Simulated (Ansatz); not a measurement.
We consider zinc-blende CdS (metastable phase), described by r²SCAN (plane waves, PAW; Ansatz, an electronic-structure program).

The same calculation (at the measured cell, 24.617 Å³/atom) with different numerical settings:

```csv
run,k mesh,electronic dielectric constant ε∞,static dielectric constant,TO(Γ) frequency (cm⁻¹)
1,4×4×4,5.109,8.340,241.1
2,6×6×6,5.357,8.572,241.0
3,8×8×8,5.433,8.646,241.1
4,12×12×12,5.470,8.683,241.1
5,16×16×16,5.476,8.689,241.1
6,20×20×20,5.477,8.690,241.1
```

In the column high-frequency dielectric constant the first row differs from the last by -0.368 and the next to last by -0.001.

The last row is no converged limit: other settings stay fixed.

Note: the run warned that the k mesh is coarse for the response to a field.
